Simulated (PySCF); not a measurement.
# Peak assignment

Bonds (- single, = double, # triple, : aromatic): C1=C2 1.306 Å, C2=C3 1.318 Å, C3-C4 1.458 Å, C4=C5 1.340 Å. C1 carries H6, H7; C3 carries H8; C4 carries H9; C5 carries H10, H11. H10 is cis to C3; H11 is trans to C3.

- J: B3LYP/pcJ-1 (without the spin–dipole term)
- geometry: PBE0-D3(BJ)/def2-SVP
- GIAO B97-2/pcSseg-2 shieldings
- code: PySCF 2.14
- single conformer, no solvent, non-relativistic, rapidly exchanging positions averaged

Scale: 13C (183.46 ppm), 1H (31.36 ppm) against TMS (reference shieldings calculated alike).

Q: Assign these signals to the numbered atoms. 13C{1H} NMR (computed): δ 229.2, 142.5, 121.6, 100.8, 79.4.

A: 
| δ (ppm) | atoms | environment | reason |
| --- | --- | --- | --- |
| 229.2 | C2 | central carbon of an allene | the central sp carbon of an allene is among the most deshielded carbons of hydrocarbons |
| 142.5 | C4 | alkene CH | as expected for a trigonal carbon in a double bond |
| 121.6 | C5 | terminal =CH2 carbon | as expected for a trigonal carbon in a double bond |
| 100.8 | C3 | terminal carbon of a cumulated C=C=C unit | – |
| 79.4 | C1 | terminal carbon of a cumulated C=C=C unit | – |

Q: Assign these signals to the numbered atoms. 1H NMR (400 MHz, computed): δ 6.48 (m, 1H), 6.15 (m, 1H), 5.34 (dtt, J = 18.2, 2.7, 1.3 Hz, 1H), 5.13 (m, 1H), 5.12 (m, 2H).

A: 
6.48 → H9, hydrogen on an alkene CH: olefinic region
6.15 → H8, hydrogen on a terminal carbon of a cumulated C=C=C unit: attached to an sp2 carbon and in the plane of the double bond
5.34 → H10, hydrogen on a terminal =CH2 carbon: olefinic region
5.13 → H11, hydrogen on a terminal =CH2 carbon
5.12 → H6/H7, hydrogen on a terminal carbon of a cumulated C=C=C unit: olefinic region

H11 and H6/H7 lie closer than the usual error of such a calculation, so a measured spectrum could show them in the other order.

Splittings below 1 Hz are ignored in the labels, and close J values are merged. Unscaled 3J(H,H) at this level run about 10 % above measured values. Shifts are as computed. Against solution values, carbons near 30 ppm lie about +4 ppm off and those near 130 ppm about +7 ppm. Of 1211 compounds with measured shifts, 218 miss one by over three times the rms of a fit or turn the order of signals round; such compounds aren't used in these exercises.
